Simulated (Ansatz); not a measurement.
AlH5S, closed shell: harmonic vibrations.

in.yaml

```yaml
crystal:
  periodic: [false, false, false]
  atoms:
    - {symbol: Al, position_ang: [-0.511289, 0.371373, -0.429333]}
    - {symbol: S, position_ang: [1.582140, 0.427664, -1.075553]}
    - {symbol: H, position_ang: [-1.498029, -0.473205, -1.326847]}
    - {symbol: H, position_ang: [-0.968681, 1.288640, 0.774428]}
    - {symbol: H, position_ang: [0.053520, -1.508871, 0.914649]}
    - {symbol: H, position_ang: [-0.614051, -1.370582, 1.235902]}
    - {symbol: H, position_ang: [1.956489, 1.264882, -0.093345]}
basis:
  gaussian: {orbitals: def2-TZVP}
hamiltonian: {xc: pbe0, dispersion: d4}
phonons: {temperatures: {t_min: 298.15, t_max: 900, t_step: 200}}
```

Run by:

```bash
ansatz run in.yaml --threads 2 --pin off --events-out ev --progress --plain --max-ram 4352MiB
```

Output of Ansatz 0.2.0:

```
Functional definition: PBE0
  name "PBE0"
  cite "Adamo & Barone, J. Chem. Phys. 110, 6158 (1999) doi:10.1063/1.478522"
  cite "Perdew, Burke & Ernzerhof, Phys. Rev. Lett. 77, 3865 (1996) doi:10.1103/PhysRevLett.77.3865"
  parent pbe
  parameter a = 0.25
  parameter kappa = 0.804
  parameter beta = 0.06672455060314922
  exchange = (1 - a)*pbe_x(kappa = kappa, mu = beta*pi^2/3) + a*exact_x
  correlation = pbe_c(beta = beta)
770 factors; their error is unknown
mean field evaluation 1: about -17506.4891 eV, gradient 1.7e1 eV
mean field evaluation 2: about -17506.7921 eV, gradient 1.5e1 eV
mean field evaluation 4: about -17507.2814 eV, gradient 6.3e-1 eV
mean field evaluation 8: about -17507.3165 eV, gradient 1.0e-2 eV
mean field -17507.31654024 eV, -643.3820159683 hartree, gradient 4.0e-5 eV, S^2 0.000000; 0 other end points of the search recorded, 0 dependent functions left out
the calculation of the forces begins
reference -17507.31657139 eV, -643.3820171133 hartree; 17, 17 occupied and 87, 87 virtual orbitals, 770 factors
these checks for a lower state are left out or cut short: stability, starts, cluster_reference, orbital_swaps, neighbouring_geometries, increment
770 factors; their error is unknown
mean field evaluation 16: about -17507.3165 eV, gradient 2.6e-5 eV
Total energy: -17507.40534439 eV, -643.3852794608 hartree
Atom 0 at    -0.511289     0.371373    -0.429333 Å, force    -0.000305     0.000001     0.000149 eV/Å
Atom 1 at     1.582140     0.427664    -1.075553 Å, force     0.000110    -0.000034    -0.000266 eV/Å
Atom 2 at    -1.498029    -0.473205    -1.326847 Å, force     0.000101     0.000048    -0.000057 eV/Å
Atom 3 at    -0.968681     1.288640     0.774428 Å, force    -0.000037    -0.000053    -0.000118 eV/Å
Atom 4 at     0.053520    -1.508871     0.914649 Å, force    -0.000125    -0.000130    -0.000156 eV/Å
Atom 5 at    -0.614051    -1.370582     1.235902 Å, force     0.000156     0.000119     0.000252 eV/Å
Atom 6 at     1.956489     1.264882    -0.093345 Å, force     0.000100     0.000049     0.000195 eV/Å
Dipole moment:    -0.085850    -0.041160     0.283461 e Å
Vibrations: 30.24 191.82 233.08 272.44 405.72 426.78 488.11 589.10 637.01 683.06 763.13 1940.77 1957.71 2712.85 4299.19 cm⁻¹, zero-point energy 0.969000 eV

[the SCF lines of later steps are left out]
```

The lines “mean field evaluation” count trial sets of orbitals through the whole run, from several starts and some on an approximate energy, so they need not fall steadily or lie above the final value.

Hardware: 2 CPU threads of an Arm Neoverse V2, shared host. Wall time about 34 s.
